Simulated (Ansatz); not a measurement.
A single point on C4H5N, SMILES `CC=C=C=N`.

```yaml
crystal:
  periodic: [false, false, false]
  atoms:
    - {symbol: C, position_ang: [-1.316755, -1.070596, 0.283043]}
    - {symbol: C, position_ang: [-0.327901, -0.112128, 0.852107]}
    - {symbol: C, position_ang: [0.593889, 0.526906, 0.168784]}
    - {symbol: C, position_ang: [1.471454, 1.126520, -0.525310]}
    - {symbol: N, position_ang: [2.366093, 1.769925, -1.079452]}
    - {symbol: H, position_ang: [-2.336652, -0.727594, 0.486736]}
    - {symbol: H, position_ang: [-1.189087, -1.188836, -0.792050]}
    - {symbol: H, position_ang: [-1.216710, -2.048753, 0.765196]}
    - {symbol: H, position_ang: [-0.393310, 0.058116, 1.928549]}
    - {symbol: H, position_ang: [2.432179, 1.615338, -2.084702]}
basis:
  gaussian: {orbitals: def2-QZVPP}
correlation: {method: mp2}
```

```sh
$ ansatz run in.yaml --threads 2 --pin off --events-out ev --progress --plain --max-ram 4352MiB
```

Shortened log:

```
Functional definition: HF
2613 factors; integrals over basis functions are off by at most 1.0e-3 eV
mean field evaluation 1: about -5678.6338 eV, gradient 3.6e1 eV
mean field evaluation 2: about -5678.7938 eV, gradient 3.6e1 eV
mean field evaluation 4: about -5682.3065 eV, gradient 4.5e0 eV
mean field evaluation 8: about -5682.3885 eV, gradient 5.6e-1 eV
mean field -5682.39208173 eV, -208.8240573399 hartree, gradient 4.0e-6 eV, S^2 0.000000; 0 other end points of the search recorded, 0 dependent functions left out; unrestricted orbitals would lower it
mean field evaluation 16: about -5682.3596 eV, gradient 3.3e0 eV
5 core orbitals not correlated: weight in the atoms' cores, before any rotation towards them, 1.000 or more for the frozen orbitals, at most 0.000 for the correlated occupied ones
reference -5682.39208173 eV, -208.8240573399 hartree; 13, 13 occupied and 417, 417 virtual orbitals, 2613 factors
second order -24.10392289 eV of doubles, -0.00000000 eV of singles
Total energy: -5706.49600462 eV, -209.7098601679 hartree
```

Run time 30 s (2 threads of an Arm Neoverse V1 on a shared host); peak host memory 2.2 GiB.
